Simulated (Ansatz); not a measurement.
**MgS+ (doublet): the correlation ladder, 6-31G**

An exercise on one series of results from a longer session: the logs are not shown, and one member is left open.

Method: 6-31G, core rule «outside noble gas», up to 10 orbitals frozen; program: Ansatz 0.2.0, Gaussian basis.

To be run: UHF; CCSD(T) on ROHF; CCSD(T) on UHF; BCCD(T) on ROHF; CISD; CCSDT(Q) on ROHF; CCSDT(Q) on UHF; CISDTQ; CCSDTQ on ROHF; CCSDTQ on UHF; Full CI.

24 further runs of the same task are left out: 8 for a known fault of the program, 2 for a mislabelled method, 7 that didn't finish, 7 set aside as unsound or not needed.

### The geometry

The geometry is a PBE0/def2-TZVP stationary point (not a proven minimum) of the parent state, kept for this charge and spin.

2 atoms, charge 1, spin multiplicity 2.

Atoms are counted from 1 here; the program's logs count them from 0.

Bond lengths: S1–Mg2 2.340 Å.

Coordinates:

```tsv
atom	x (Å)	y (Å)	z (Å)
S1	0.0000	0.0000	0.0000
Mg2	0.0000	0.0000	2.3404
```

Set-up of the first run:

in.yaml

```yaml
crystal:
  periodic: [false, false, false]
  atoms:
    - {symbol: S, position_ang: [0.000000, 0.000000, 0.000000]}
    - {symbol: Mg, position_ang: [0.000000, 0.000000, 2.340400]}
basis:
  gaussian: {orbitals: 6-31G}
total_charge: 1
magnetization: {spin_polarized: true, initial_magnetization: 1}
hamiltonian: {xc: hf}
output: {orbitals: {seedname: orbitals}}
```

Started as:

```sh
> ansatz run in.yaml --threads 1 --pin off --events-out ev --progress --plain --max-ram 2393MiB
```

Among the steps run: UHF; CCSD(T) on ROHF; CCSD(T) on UHF; BCCD(T) on ROHF; CISD; CCSDT(Q) on ROHF; CCSDT(Q) on UHF; CISDTQ; CCSDTQ on ROHF; CCSDTQ on UHF; Full CI.

One table of the session follows, with a row left open; its other results are not shown here.

It belongs to the step «Misses and costs». 

| method | from FCI (kJ/mol) |
| --- | --- |
| ROHF | +157.2 |
| UHF | +150.5 |
| RMP2 | +36.4 |
| UMP2 | ? |
| CISD | +9.9 |
| RCCSD | +6.8 |
| UCCSD | +6.4 |
| RCCSD(T) | +1.5 |
| UCCSD(T) | +2.0 |
| BCCD(T) | +2.0 |
| RCCSDT | 0.0 |
| UCCSDT | -0.1 |
| CISDTQ | +0.3 |
| RCCSDT(Q) | 0.0 |
| UCCSDT(Q) | -0.3 |
| RCCSDTQ | 0.0 |
| UCCSDTQ | 0.0 |
| FCI | 0 |

Q: Estimate the row for UMP2 from the others.

The run gave: from FCI (kJ/mol): +41.8. In the column «from FCI (kJ/mol)» it lies between RMP2 (+36.4) and UHF (+150.5).

To keep in mind: UCCSDT(Q) falls below full CI: unrestricted runs freeze a spin-polarised core, another one than full CI's, and coupled cluster isn't variational. Levels on UHF freeze UHF's core orbitals, full CI those of ROHF, so the U rows can settle a little off it for that reason alone. Restricted and unrestricted rows rest on different reference determinants; where their highest levels disagree by more than a few hundredths of an eV, they describe different states and don't form one ladder.
